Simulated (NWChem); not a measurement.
System: C$_{3}$H$_{4}$ cation, doublet; SMILES of the neutral closed-shell parent C=C=C

The following NWChem deck was run.

```
start job
memory heap 200 mb stack 700 mb global 900 mb
charge 1
geometry units angstroms noautosym nocenter noautoz
  C      0.000000    -1.325497     0.000000
  C      0.000000     0.000000     0.000000
  C      0.000000     1.325497     0.000000
  H     -0.866644    -1.902109    -0.391989
  H      0.866644    -1.902109     0.391989
  H      0.866644     1.902109    -0.391989
  H     -0.866644     1.902109     0.391989
end
basis spherical
  * library 6-31g*
end
dft
  odft
  mult 2
  xc pbe0
  iterations 150
end
cosmo
  do_cosmo_smd true
  solvent thf
end
task dft energy
```

Excerpt of the output:

```
             Northwest Computational Chemistry Package (NWChem) 7.3.0
             --------------------------------------------------------

                             Geometry "geometry" -> ""
                             -------------------------

 Output coordinates in angstroms (scale by  1.889725989 to convert to a.u.)

  No.       Tag          Charge          X              Y              Z
 ---- ---------------- ---------- -------------- -------------- --------------
    1 C                    6.0000     0.00000000    -1.32549700     0.00000000
    2 C                    6.0000     0.00000000     0.00000000     0.00000000
    3 C                    6.0000     0.00000000     1.32549700     0.00000000
    4 H                    1.0000    -0.86664400    -1.90210900    -0.39198900
    5 H                    1.0000     0.86664400    -1.90210900     0.39198900
    6 H                    1.0000     0.86664400     1.90210900    -0.39198900
    7 H                    1.0000    -0.86664400     1.90210900     0.39198900

 Effective nuclear repulsion energy (a.u.)      58.1769304655

                                 NWChem DFT Module
                                 -----------------

 Summary of "ao basis" -> "ao basis" (spherical)
 ------------------------------------------------------------------------------
       Tag                 Description            Shells   Functions and Types
 ---------------- ------------------------------  ------  ---------------------
 C                           6-31g*                  6       14   3s2p1d
 H                           6-31g*                  2        2   2s

 in cosmo_initialize ...
 calling solv_data for solv:thf

 solvent parameters
 solvname_short: thf
 solvname_long:  tetrahydrofuran
 dielec:        7.4257
 dielecinf:     1.9740
 nonaqueous SMD model solvent descriptors
 dielec:        7.4257
 sola:          0.0000
 solb:          0.4800
 solc:          0.0000
 solg:         39.4400
 solh:          0.0000
 soln:          1.4050

          ---------------
          -cosmo- solvent
          ---------------
 Cosmo: York-Karplus, doi: 10.1021/jp992097l
 dielectric constant -eps-     =   7.43
 screen = (eps-1)/(eps    )    =   0.86533
 surface charge correction     = lagrangian

   van der Waals surface
 --------------------------

[...]

                                COSMO-SMD solvation results
                                ---------------------------

             internal energy in gas <Psi(g)|H|Psi(g)> =      -116.158399920157
         internal energy in solvent <Psi(s)|H|Psi(s)> =      -116.158319391569
                               delta internal energy  =         0.000080528588 (    0.05 kcal/mol)
   total free energy in solvent <Psi(s)|H+V/2|Psi(s)> =      -116.252563020930
 polarization energy contribution <Psi(s)|V/2|Psi(s)> =        -0.094243629361 (  -59.14 kcal/mol)
    total free energy in solvent including G(SMD-CDS) =      -116.251677937371
                       G(SMD-CDS) energy contribution =         0.000885083559 (    0.56 kcal/mol)
     1 M fixed-concentration free energy of solvation =        -0.093278017214 (  -58.53 kcal/mol)

                    DFT Final Alpha Molecular Orbital Analysis
                    ------------------------------------------

 Vector    9  Occ=1.000000D+00  E=-5.261045D-01
              MO Center=  1.2D-09,  1.8D-07, -2.5D-11, r^2= 3.3D+00
   Bfn.  Coefficient  Atom+Function         Bfn.  Coefficient  Atom+Function
  ----- ------------  ---------------      ----- ------------  ---------------
     3      0.263381  1 C  px                31     -0.263381  3 C  px
     5      0.209597  1 C  pz                33      0.209597  3 C  pz
    19      0.171908  2 C  pz                43     -0.155694  4 H  s
    45      0.155694  5 H  s                 47     -0.155694  6 H  s
    49      0.155694  7 H  s                  7      0.130308  1 C  px

 Vector   10  Occ=1.000000D+00  E=-4.190674D-01
              MO Center= -2.7D-11, -2.2D-08,  3.5D-10, r^2= 2.1D+00
   Bfn.  Coefficient  Atom+Function         Bfn.  Coefficient  Atom+Function
  ----- ------------  ---------------      ----- ------------  ---------------
    19      0.380859  2 C  pz                 5      0.231242  1 C  pz
    33      0.231242  3 C  pz                 3     -0.224008  1 C  px
    31      0.224008  3 C  px                23      0.211157  2 C  pz
     7     -0.139918  1 C  px                35      0.139918  3 C  px
     9      0.128352  1 C  pz                37      0.128352  3 C  pz

 Vector   11  Occ=1.000000D+00  E=-3.500799D-01
              MO Center=  2.1D-10,  2.6D-08, -5.2D-11, r^2= 2.4D+00
   Bfn.  Coefficient  Atom+Function         Bfn.  Coefficient  Atom+Function
  ----- ------------  ---------------      ----- ------------  ---------------
     5      0.352875  1 C  pz                33     -0.352875  3 C  pz
    17     -0.343656  2 C  px                 9      0.245845  1 C  pz
    37     -0.245845  3 C  pz                21     -0.231277  2 C  px
    43     -0.084434  4 H  s                 45      0.084434  5 H  s
    47      0.084434  6 H  s                 49     -0.084434  7 H  s

 Vector   12  Occ=0.000000D+00  E=-1.405652D-01
              MO Center=  2.6D-10, -3.7D-09,  2.2D-10, r^2= 2.6D+00
   Bfn.  Coefficient  Atom+Function         Bfn.  Coefficient  Atom+Function
  ----- ------------  ---------------      ----- ------------  ---------------
    17      0.481201  2 C  px                21      0.424491  2 C  px
     9      0.270308  1 C  pz                37     -0.270308  3 C  pz
     5      0.243209  1 C  pz                33     -0.243209  3 C  pz
    44      0.195317  4 H  s                 46     -0.195317  5 H  s
    48     -0.195317  6 H  s                 50      0.195317  7 H  s

[...]
```

Level: PBE0/6-31G* (spherical d), spin-unrestricted, SMD on the gas-phase geometry. In the optimisation the excess spin sits in b3 (D2, its own frame). Structure relaxed at the PBE-D3(BJ)/def2-SVP, spin-unrestricted level. The spin multiplicity was typed, not searched, and may not be the lowest. No stability test was run on the SCF state. Solvent: tetrahydrofuran.
